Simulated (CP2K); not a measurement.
# GFN1-xTB run of NaLi (lithium sodium)

Aim: the vertical ionisation energy of NaLi (lithium sodium) at GFN1-xTB, from 2 runs. 

The calculation is run with CP2K 2026.2.

10 further runs of the same task are left out: 9 that didn't finish, 1 set aside as unsound or not needed.

### Step 1. The structure to begin with

NaLi: 2 atoms, total charge 0, spin state singlet. As SMILES, `[Li][Na]`. The bond length is the measured one.

Bond lengths: Li1–Na2 2.810 Å.

### Step 2. A single-point energy at GFN1-xTB

The input, calc.inp:

```
&global
   project calc
   run_type ENERGY
   print_level MEDIUM
&end global

&force_eval
   method Quickstep
   &dft
      ! Quickstep
      &qs
         method XTB
         eps_default 1.0E-10
         &xtb
            gfn_type 1
            check_atomic_charges F
         &end xtb
      &end qs
      ! isolated system
      &poisson
         periodic NONE
         poisson_solver ANALYTIC
      &end poisson
      ! SCF settings
      &scf
         scf_guess ATOMIC
         eps_scf 1.0E-07
         max_scf 50
         &ot
            minimizer CG
            preconditioner FULL_ALL
         &end ot
         &outer_scf
            eps_scf 1.0E-07
            max_scf 8
         &end outer_scf
      &end scf
      ! extra output
      &print
         &moments
            periodic F
            reference COM
            max_moment 1
         &end moments
         &mo_cubes
            nlumo 1
            nhomo -1
            write_cube F
         &end mo_cubes
         &hirshfeld OFF
         &end hirshfeld
      &end print
   &end dft
   ! structure
   &subsys
      &cell
         abc 12 12 14.8
         periodic NONE
      &end cell
      &coord
         Li     6.000000     6.000000     5.995000
         Na     6.000000     6.000000     8.805000
      &end coord
   &end subsys
&end force_eval
```

Launch:

```sh
$ OMP_NUM_THREADS=1 cp2k.psmp -i calc.inp -o calc.out
```

What it wrote:

```text
CP2K| version string:                                       CP2K version 2026.2
[...]
 GLOBAL| Method name                                                        CP2K
[...]
 GLOBAL| Run type                                                         ENERGY
[...]
                             - Atoms:                                          2
[...]
                             - Spherical basis functions:                      8
[...]
 Number of electrons:                                                          2
[...]
     1 OT CG       0.15E+00    0.0     0.03995316        -0.6314595531 -6.31E-01
[...]
     5 OT CG       0.24E+00    0.0     0.00000002        -0.6326287813 -1.56E-12
  *** SCF run converged in     5 steps ***
[...]
 TB_DIPOLE| Moment [Debye]          0.00000000       0.00000000       2.65072688
 TB_DIPOLE| Derivative [a.u.]       0.00000000       0.00000000       0.00000000
[...]
 ENERGY| Total FORCE_EVAL ( QS ) energy [hartree]             -0.632628781322607
[...]
```

Wall time 0.38 s (1 thread of Arm Neoverse V1, shared host).

### Step 3. The doublet cation

The input, mol.inp:

```
&GLOBAL
    PROJECT_NAME mol
    RUN_TYPE ENERGY
    PRINT_LEVEL MEDIUM
&END

&FORCE_EVAL
    METHOD QUICKSTEP
    &DFT
        CHARGE 1
        MULTIPLICITY 2
        SPIN_POLARIZED T
        &QS
            METHOD XTB
            EPS_DEFAULT 1.0E-10
            &XTB
                GFN_TYPE 1
                CHECK_ATOMIC_CHARGES F
            &END
        &END
        &POISSON
            PERIODIC NONE
            POISSON_SOLVER ANALYTIC
        &END
        &SCF
            SCF_GUESS ATOMIC
            EPS_SCF 1.0E-07
            MAX_SCF 50
            &OT
                MINIMIZER CG
                PRECONDITIONER FULL_ALL
            &END
            &OUTER_SCF
                EPS_SCF 1.0E-07
                MAX_SCF 8
            &END
        &END
        &PRINT
            &MOMENTS
                PERIODIC F
                REFERENCE COM
                MAX_MOMENT 1
            &END
            &MO_CUBES
                NLUMO 1
                NHOMO -1
                WRITE_CUBE F
            &END
            &HIRSHFELD OFF
            &END
        &END
    &END
    &SUBSYS
        &CELL
            ABC 12 12 14.8
            PERIODIC NONE
        &END
        &COORD
            Li     6.000000     6.000000     5.995000
            Na     6.000000     6.000000     8.805000
        &END
    &END
&END
```

Launch:

```sh
$ OMP_NUM_THREADS=1 cp2k.psmp mol.inp > mol.out
```

What it wrote:

```text
CP2K| version string:                                       CP2K version 2026.2
[...]
 GLOBAL| Method name                                                        CP2K
[...]
 GLOBAL| Run type                                                         ENERGY
[...]
                             - Atoms:                                          2
[...]
                             - Spherical basis functions:                      8
[...]
 Number of electrons:                                                          1
[...]
     1 OT CG       0.15E+00    0.0     0.02108542        -0.2255689144 -2.26E-01
[...]
     6 OT CG       0.50E+00    0.0     0.00000002        -0.2262289396 -1.81E-13
  *** SCF run converged in     6 steps ***
[...]
 TB_DIPOLE| Moment [Debye]          0.00000000       0.00000000      -2.19883153
 TB_DIPOLE| Derivative [a.u.]       0.00000000       0.00000000       0.00000000
[...]
 ENERGY| Total FORCE_EVAL ( QS ) energy [hartree]             -0.226228939572957
[...]
```

It took 0.4 s on 1 thread of Arm Neoverse V1, shared host.

### Step 4. Summary of results

At GFN1-xTB:

| quantity | value |
| --- | --- |
| singlet NaLi: total energy | -0.63263 Eh |
| singlet NaLi: dipole moment (from atomic charges alone) | 2.65 D |
| singlet NaLi: HOMO energy | -8.72 eV |
| singlet NaLi: dispersion energy | -0.50 kJ/mol |
| doublet cation: total energy | -0.22623 Eh |
| doublet cation: HOMO energy (as the program lists it) | -13.67 eV |
| doublet cation: dispersion energy | -0.50 kJ/mol |
| vertical ionisation energy (to the doublet cation) | 11.059 eV |

Removing an electron at fixed nuclei costs 11.06 eV (1067 kJ/mol). xTB total energies overstate such differences by several eV unless an empirical shift is taken off; none is applied here. The dipole (singlet NaLi) comes from point charges on the atoms alone, without atomic dipoles, so it is partial.
